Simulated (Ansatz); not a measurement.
Zinc-blende CuI: PBE at its full settings (plane-wave cutoff 520 eV, 10×10×10 k mesh, Fermi–Dirac smearing 0.01 eV, no spin polarisation, scalar-relativistic PAW data made under PBE) and at cheaper ones, in a cell of 2 atoms with Γ-centred meshes.

```tsv
level and setting	equilibrium lattice constant a (Å)	bulk modulus B0 (GPa)
PBE (Ansatz)	6.079	39.0
PBE (2×2×2 k mesh) (Ansatz)	…	…
PBE (4×4×4 k mesh) (Ansatz)	6.092	38.5
PBE (6×6×6 k mesh) (Ansatz)	6.080	39.0
PBE (Fermi-Dirac smearing of 0.3 eV) (Ansatz)	6.084	38.0
```

**Question.** Estimate the withheld entries.

**Answer.** 
- PBE (2×2×2 k mesh) (Ansatz, a program for electronic structure), equilibrium lattice constant a (Å): 6.319
- PBE (2×2×2 k mesh) (Ansatz), bulk modulus B0 (GPa): 28.4

Largest shifts from the full settings: lattice constant a +3.95 % (PBE (2×2×2 k mesh)), against a difference of +0.43 % of the full result from the reference 6.053 ± 0.003 Å (measured, temperature not stated, no zero-point or thermal correction, our sources range from 6.044 to 6.054; as tabulated in arXiv:2305.18931); bulk modulus -27 % (PBE (2×2×2 k mesh)), against a difference of +6.6 % of the full result from the reference 36.6 GPa (measured, temperature not stated, not corrected to a static lattice; as tabulated in Gopakumar et al. (2017), arXiv:1612.07068).

The full settings aren't shown to be converged themselves.

Ansatz's density-functional and Hartree–Fock values are scalar-relativistic unless marked +SOC, with PAW data made under PBE.

Run with cheap settings on purpose, which may leave them unconverged: PBE (2×2×2 k mesh), PBE (4×4×4 k mesh), PBE (6×6×6 k mesh), PBE (Fermi-Dirac smearing of 0.3 eV).
